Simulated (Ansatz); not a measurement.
The same path of CH₅AlB (8 atoms, charge 0, multiplicity 2) was run twice with different band settings. The coordinate that changes most is the dihedral B1–Al2–C3–H8.

These are results of UKS r2SCANh-D4/6-31G* in Ansatz 0.2.0, not measurements.

Relaxed end points:

```xyz
8
Properties=species:S:1:pos:R:3
B -1.798 0.625 -1.144
Al 0.120 0.619 -0.446
C 0.767 -0.717 0.842
H -2.913 0.644 -1.562
H 1.068 1.775 -1.011
H 1.103 -0.230 1.766
H 1.636 -1.251 0.439
H 0.017 -1.464 1.116
```

```xyz
8
Properties=species:S:1:pos:R:3
B -1.666 1.391 -0.470
Al 0.073 0.344 -0.688
C 0.735 -0.893 0.688
H -2.676 2.012 -0.357
H 0.869 0.597 -2.050
H 0.075 -0.979 1.556
H 1.721 -0.573 1.050
H 0.869 -1.899 0.270
```

Common settings: spring 5.0 eV/Å²; optimiser quadratic models (default); start path IDPP; force threshold 0.05 eV/Å; end points relaxed.

| run | movable images | climbing image | iteration limit |
| --- | --- | --- | --- |
| 1 | 9 | yes | 25 |
| 2 | 4 | no | 46 |

What does each run give, and how far can it be trusted?

Run 1: converged after 3 iterations, highest image 0.011 eV above the first end. A vibrational analysis at the climbing image gives one clearly imaginary mode, 73i cm⁻¹: a first-order saddle point.
Run 2: converged after 3 iterations, highest image 0.010 eV above the first end. No image climbed, so the highest image needn't sit at the top of the path.
